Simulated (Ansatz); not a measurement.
# Worked example: correlation energy of HSeGe, quartet

Geometry: that of the HSeGe, doublet, kept fixed. The doublet lies 2.6 eV lower here.

```yaml
atoms:
  - { symbol: Ge, position_ang: [0.0000, -0.4514, 1.6394] }
  - { symbol: Se, position_ang: [0.0000, -0.5019, -0.6961] }
  - { symbol: H, position_ang: [0.0000, 0.9534, -0.9433] }
```

Basis cc-pVDZ; Ansatz 0.2.0. Correlated methods freeze the noble-gas cores and the filled d shells of p-block atoms, which leaves 11 electrons in 31 orbitals. Prefix R: restricted or restricted open-shell reference; prefix U: unrestricted. No spin–orbit coupling is included, and no scalar relativity.

Full CI isn't at hand for all of this; UCCSDTQ serves as the reference, and is uncertain by about the last step of the cluster series.

Runs differ by some tens of microhartree through their thresholds and, for an open shell, their frozen cores, so steps under 0.03 kcal/mol mean nothing.

```csv
level,total energy (hartree)
UHF,-4475.662565
UMP2,-4475.818015
UCCSD,-4475.845869
UCCSD(T),-4475.851276
UCCSDT,-4475.852153
UCCSDT(Q),-4475.852562
UCCSDTQ,-4475.852566
```

Question: What is the correlation energy at UCCSDTQ, and what share of it do UMP2 and UCCSD recover?

Answer: E(corr) = -4475.852566 − (-4475.662565) = -0.190001 hartree = -5.170 eV. UMP2: -0.155450 / -0.190001 = 81.82 %. UCCSD: -0.183304 / -0.190001 = 96.48 %.

Question: By how many kcal/mol does UCCSD(T) miss UCCSDTQ (1 hartree = 627.509 kcal/mol), and which steps make up the rest?

Answer: -4475.851276 − (-4475.852566) = 0.001290 hartree = 0.81 kcal/mol. Steps: UCCSDT − UCCSD(T) = -0.55, UCCSDT(Q) − UCCSDT = -0.26, UCCSDTQ − UCCSDT(Q) = 0.00 kcal/mol. Differences between like states or geometries often cancel part of this.
